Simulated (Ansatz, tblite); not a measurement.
# The cluster Mg2O2: one state, many levels

Aim: run the singlet of the cluster Mg2O2 at one geometry on many levels, and compare frontier levels, spin and run time.

Computed with Ansatz 0.2.0, Gaussian basis. Level: as each input shows.

The runs, in order: GFN1-xTB, GFN2-xTB, PBE-D4/def2-TZVP, r2SCAN-D4/def2-TZVP, ωB97X-V/def2-TZVP, BHLYP-D4/def2-TZVP, B97M-V/def2-TZVP, LDA/def2-TZVP, r2SCANh-D4/def2-TZVP, PBE+5HF/def2-TZVP, PBE+10HF/def2-TZVP, PBE+15HF/def2-TZVP, PBE+35HF/def2-TZVP, PBE+50HF/def2-TZVP, PBE-D4/def2-SVP, PBE0-D4/def2-SVP, HF/6-31G, B3LYP-D4/6-31G, PBE0-D4/def2-TZVPD, PBE-D4/def2-TZVPD, r2SCAN-D4/def2-TZVPD, CCSD(T)/def2-TZVPP, MP2/def2-TZVP, RPA/def2-TZVP.

## (1) The structure

The geometry is that of the singlet, from an earlier relaxation (PBE0-D4/def2-TZVP). At that level it is the lowest of the isomers that a small search found.

4 atoms, charge 0, spin multiplicity 1.

Bond lengths: Mg1–O3 1.857 Å, Mg1–O4 1.859 Å, Mg2–O3 1.859 Å, Mg2–O4 1.859 Å. Angles: O3–Mg1–O4 100.1°, O3–Mg2–O4 100.1°, Mg1–O3–Mg2 79.9°, Mg1–O4–Mg2 79.9°.

PBE0-D4/def2-TZVP was run before; its log isn't repeated, and its numbers join the tables.

## (2) GFN1-xTB

Tight binding, by tblite at 300 K electronic temperature and without a spin-polarisation term:

```python
tblite.interface.Calculator('GFN1-xTB', numbers, positions, charge=0, uhf=0).singlepoint()
```

Energy -292.2846 eV, HOMO -11.83 eV, LUMO -9.92 eV; 0.004 s.

## (3) GFN2-xTB

Tight binding, by tblite at 300 K electronic temperature and without a spin-polarisation term:

```python
tblite.interface.Calculator('GFN2-xTB', numbers, positions, charge=0, uhf=0).singlepoint()
```

Energy -250.6307 eV, HOMO -11.45 eV, LUMO -10.10 eV; 0.006 s.

## (4) PBE-D4/def2-TZVP

start.molden holds the orbitals of an earlier run on this state, given as this run's starting guess.

The input, in.yaml:

```yaml
crystal:
  periodic: [false, false, false]
  atoms:
    - {symbol: Mg, position_ang: [-1.182290, -0.158983, 0.002801]}
    - {symbol: Mg, position_ang: [1.183009, 0.158439, -0.004047]}
    - {symbol: O, position_ang: [0.188730, -1.411636, 0.026849]}
    - {symbol: O, position_ang: [-0.189449, 1.412171, -0.025614]}
basis:
  gaussian: {orbitals: def2-TZVP, initial_orbitals: start.molden}
hamiltonian: {xc: pbe, dispersion: d4}
scf: {omitted_lower_state_checks: [starts]}
output: {orbitals: {seedname: orbitals}}
```

Launch:

```bash
> ansatz run in.yaml --threads 4 --pin off --events-out ev --progress --plain --max-ram 3916MiB
```

Further steps of the session: r2SCAN-D4/def2-TZVP; ωB97X-V/def2-TZVP; BHLYP-D4/def2-TZVP; B97M-V/def2-TZVP; LDA/def2-TZVP; r2SCANh-D4/def2-TZVP; PBE+5HF/def2-TZVP; PBE+10HF/def2-TZVP; PBE+15HF/def2-TZVP; PBE+35HF/def2-TZVP; PBE+50HF/def2-TZVP; PBE-D4/def2-SVP; PBE0-D4/def2-SVP; HF/6-31G; B3LYP-D4/6-31G; PBE0-D4/def2-TZVPD; PBE-D4/def2-TZVPD; r2SCAN-D4/def2-TZVPD; CCSD(T)/def2-TZVPP; MP2/def2-TZVP; RPA/def2-TZVP.

**Question.** What will the summary of the whole plan be? Wanted: gap in def2-TZVP, named functionals, smallest and largest; gap over the share of exact exchange; correlation energy, CCSD(T)/def2-TZVPP; correlation energy, MP2/def2-TZVP; binding an atom, CCSD(T)/def2-TZVPP; PBE0 total energy, smallest basis above largest.

**Answer**, as computed:

| quantity | value |
| --- | --- |
| gap in def2-TZVP, named functionals, smallest and largest | 1.37 eV (PBE-D4), 7.36 eV (ωB97X-V) |
| gap over the share of exact exchange | 1.37 eV at 0, 5.46 eV at 0.5 |
| correlation energy, CCSD(T)/def2-TZVPP | -24.99 eV |
| correlation energy, MP2/def2-TZVP | -24.40 eV |
| binding an atom, CCSD(T)/def2-TZVPP | 2.511 eV |
| PBE0 total energy, smallest basis above largest | 9.17 eV (def2-SVP, def2-TZVPD) |

In words: Orbital gaps of the named functionals in def2-TZVP span 1.37 eV (PBE-D4) to 7.36 eV (ωB97X-V); exact exchange widens it. Raising the share of exact exchange from 0 to 0.5 moves the HOMO by -2.67 eV and the LUMO by +1.42 eV. A small miss in a minimal or small basis is a cancelling of errors, not accuracy. The functionals in def2-TZVP miss CCSD(T)/def2-TZVPP by -0.211 (BHLYP-D4) to +0.827 eV (LDA) an atom. The reference is CCSD(T) in one finite basis, so it carries an error of its own, often a tenth of an eV or more, and near misses can't be ranked.
